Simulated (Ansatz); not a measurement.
## Worked example: HAl–AsH$_{2}$, quartet against HAl–AsH2, doublet

Geometry (PBE0/def2-TZVP stationary point of a doublet), kept for both states (HAl–AsH2, doublet: A; HAl–AsH2, quartet: A):

```xyz
5

Al    0.0310   -0.1318    1.7902
As   -0.0369    0.0362   -0.6598
H    -0.0461    1.2703    2.5728
H     1.2571    0.8436   -0.5890
H     0.7028   -1.2772   -0.8626
```

Basis cc-pVDZ; Ansatz 0.2.0. Only valence electrons are correlated (noble-gas cores and the filled d shells of p-block atoms frozen). R marks a restricted (for open shells ROHF) determinant, U an unrestricted one. No spin–orbit coupling is included, and no scalar relativity.

Full CI isn't at hand for all of this; UCCSDT(Q) serves as the reference, and is uncertain by the last step of the cluster series or more.

```tsv
level	E(HAl–AsH2, doublet) (hartree)	E(HAl–AsH2, quartet) (hartree)
UHF	-2477.803590	-2477.687750
UMP2	-2477.965591	-2477.832257
UCCSD(T)	-2478.006843	-2477.876775
PBE	-2479.552153	-2479.424490
r2SCAN	-2479.993665	-2479.867195
UCCSDT(Q)	-2478.008240	-2477.878499
```

Question: Give the vertical gap, HAl–AsH2 quartet less HAl–AsH2 doublet, at each level in eV (1 hartree = 27.2114 eV), and each error against UCCSDT(Q).

Answer: UCCSDT(Q): (-2477.878499 − (-2478.008240)) × 27.2114 = 3.530 eV (the reference)
r2SCAN: (-2479.867195 − (-2479.993665)) × 27.2114 = 3.441 eV, error -0.089 eV
PBE: (-2479.424490 − (-2479.552153)) × 27.2114 = 3.474 eV, error -0.056 eV
UCCSD(T): (-2477.876775 − (-2478.006843)) × 27.2114 = 3.539 eV, error 0.009 eV
UMP2: (-2477.832257 − (-2477.965591)) × 27.2114 = 3.628 eV, error 0.098 eV
UHF: (-2477.687750 − (-2477.803590)) × 27.2114 = 3.152 eV, error -0.378 eV

Total energies of functionals can't be set beside those of wave-function methods, since they hold the core's correlation and their own absolute errors; only the differences compare.

In so small a basis the reference is far from its limit while semilocal and hybrid functionals are nearer theirs, so the functionals' errors here hold much of the reference's basis and frozen-core error, which can add to them or hide them.

Each level lands on the state that its own search finds. T1 diagnostics of restricted CCSD: 0.022 and 0.040.
